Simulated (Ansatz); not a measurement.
# How far each method lies from full CI for NH3⁺, doublet

Geometry: displaced at random from a stationary point.

```xyz
4

N     0.0006   -0.0004    0.0053
H     1.0237   -0.0028   -0.0060
H    -0.4762    0.9227   -0.0513
H    -0.5552   -0.9138   -0.0159
```

Basis 6-31G; Ansatz 0.2.0. Correlated methods freeze the noble-gas cores, which leaves 7 electrons in 14 orbitals. R marks a restricted (for open shells ROHF) determinant, U an unrestricted one. Active spaces: valence = (7e, 7o) chosen from the atoms' valence shells.

Full CI is exact within this basis and frozen core; it isn't the basis-set limit. The frozen core follows each run's orbitals, which can shift R against U totals by a few meV.

For open shells CISD and CISDTQ are restricted-active-space CI with the open shells as a complete middle space.

* UHF ⟨S²⟩: 0.761
* T1 diagnostic (RCCSD): 0.0154
* largest doubles amplitude (RCCSD): 0.039
* T1 diagnostic (UCCSD): 0.0077

```json
{"level": "UHF", "E − E(RHF) (eV)": "-0.0897"}
{"level": "RMP2", "E − E(RHF) (eV)": "-2.4665"}
{"level": "UMP2", "E − E(RHF) (eV)": "-2.4916"}
{"level": "RCCSD", "E − E(RHF) (eV)": "-2.9482"}
{"level": "UCCSD", "E − E(RHF) (eV)": "-2.9482"}
{"level": "RCCSD(T)", "E − E(RHF) (eV)": "-2.9723"}
{"level": "UCCSD(T)", "E − E(RHF) (eV)": "-2.9723"}
```

(1) Estimate how far full CI in 6-31G lies from RCCSD(T). The table doesn't fix it; the size of (T) and the diagnostics are the guide.

(1) Full CI in 6-31G lies 0.9 kJ/mol below RCCSD(T), which is 37 % of the (T) step (-2.3 kJ/mol). The diagnostics give no warning, yet the rest is a sizeable part of (T).

The other levels:

| level | E − E(full CI) (kJ/mol) | share of correlation (%) | wall time |
| --- | --- | --- | --- |
| CISD | 12.0 | 95.83 | 0.12 s |
| BCCD(T) | 0.9 | 99.68 | 0.15 s |
| RCCSDT | 0.5 | 99.84 | – |
| UCCSDT | 0.4 | 99.85 | – |
| CISDTQ | 0.2 | 99.93 | 0.39 s |
| RCCSDT(Q) | 0.0 | 99.99 | 0.39 s |
| UCCSDT(Q) | 0.0 | 100.00 | 0.39 s |
| RCCSDTQ | 0.0 | 100.00 | 3.1 s |
| UCCSDTQ | 0.0 | 100.01 | 3.2 s |
| CASSCF (valence space) | 87.0 | 69.77 | – |
| NEVPT2 (valence space) | 16.8 | 94.17 | 0.69 s |
| MRCISD (valence space) | 1.5 | 99.49 | – |
| MRCISD+Q (valence space) | 0.4 | 99.87 | 0.9 s |

The correlation energy at full CI, counted from RHF, is -2.981 eV. That run took 0.84 s on 1 thread of AMD EPYC 9R45, shared host over 364,364 determinants.

Times hold each run's SCF and search for its determinant on a shared host, so for small cases they say little of a method's own cost; they ran on 1 thread of AMD EPYC 9R45.

The full-CI state has the irrep A of C1, in the program's axes.

Natural occupations of full CI about the gap: 1.979 1.970 1.969 0.994 0.025 0.024 0.023 0.007 0.003 0.003; effectively unpaired electrons, Σ n²(2−n)², 1.02.
